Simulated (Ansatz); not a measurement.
# P₂: basis-set convergence

The task here is to estimate one member of a computed series from the others.

The runs use Ansatz 0.2.0, Gaussian basis; one geometry, several basis sets.

The runs, in order: PBE0-D4/def2-SVP; ωB97M-V/def2-SVP; PBE0-D4/def2-QZVPP; ωB97M-V/def2-QZVPP; CCSD(T)/cc-pV(D+d)Z; CCSD(T)/cc-pV(T+d)Z; CCSD(T)/cc-pV(Q+d)Z; the functionals' def2-TZVPP values are taken from earlier runs.

## Structure used throughout

The geometry comes from an earlier relaxation with PBE0-D4 in a triple-zeta def2 set; it is a stationary point.

2 atoms, charge 0, spin multiplicity 1.

Atoms are counted from 1 here; the program's logs count them from 0.

Bond lengths: P1–P2 1.882 Å.

The first run:

The input, in.yaml:

```yaml
crystal:
  periodic: [false, false, false]
  atoms:
    - {symbol: P, position_ang: [-0.000000, 0.000000, 0.005823]}
    - {symbol: P, position_ang: [0.000000, -0.000000, 1.887577]}
basis:
  gaussian: {orbitals: def2-SVP}
hamiltonian: {xc: pbe0, dispersion: d4}
output: {orbitals: {seedname: orbitals}}
```

Run with:

```sh
$ ansatz run in.yaml --threads 2 --pin off --events-out ev --progress --plain --max-ram 22528MiB --backend cpu
```

Steps of the session up to this table: PBE0-D4 in def2-SVP; ωB97M-V in def2-SVP; PBE0-D4 in def2-QZVPP; ωB97M-V in def2-QZVPP.

One of the session's tables, all rows but one given; the rest of the session is left out.

It belongs to the step «Functionals by basis». 

| functional | basis | HOMO (eV) | LUMO (eV) |
| --- | --- | --- | --- |
| PBE0-D4 | def2-SVP | -8.12 | -2.43 |
| PBE0-D4 | def2-TZVPP | -8.10 | -2.53 |
| PBE0-D4 | def2-QZVPP | -8.13 | -2.58 |
| ωB97M-V | def2-SVP | -10.01 | -0.22 |
| ωB97M-V | def2-TZVPP | ? | ? |
| ωB97M-V | def2-QZVPP | -10.08 | -0.53 |

Q: Estimate the row for ωB97M-V, def2-TZVPP from the others.

**Answer.** HOMO (eV): -10.03; LUMO (eV): -0.44. In the column «HOMO (eV)» it lies between ωB97M-V, def2-QZVPP (-10.08) and ωB97M-V, def2-SVP (-10.01).
